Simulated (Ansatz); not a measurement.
Process, species as SMILES: C=C=O → 2 C atom + 2 H atom + O atom
B3LYP-D3(BJ)/def2-TZVP geometries, fixed; electronic energies without zero-point terms.

The atomisation energy at CCSD(T) with Ansatz (a quantum-chemistry and plane-wave program), in kcal/mol, split into its Hartree-Fock and correlation parts. Cores are frozen. Open shells are unrestricted. No added dispersion term, no relativity. Functions are those of the species that has most.

```csv
basis,X,functions,Hartree-Fock,CCSD(T)
cc-pVDZ,2,52,361.75,488.97
cc-pVTZ,3,118,370.34,516.45
cc-pVQZ,4,225,371.47,525.24
```

Worked estimate of the basis-set limit from each neighbouring pair, with Hartree-Fock from the larger set and the correlation part extrapolated as X^-3.
Correlation parts: X = 2: 127.22, X = 3: 146.11, X = 4: 153.77.
- (2,3): (27·(146.11) - 8·(127.22))/19 = 154.06; with Hartree-Fock 370.34 the estimate is 524.40 kcal/mol.
- (3,4): (64·(153.77) - 27·(146.11))/37 = 159.36; with Hartree-Fock 371.47 the estimate is 530.83 kcal/mol.
The last two estimates differ by 6.43 kcal/mol; the largest set lies 5.59 from the last. Over the last step Hartree-Fock moves by 1.13 and the correlation part by 7.66.
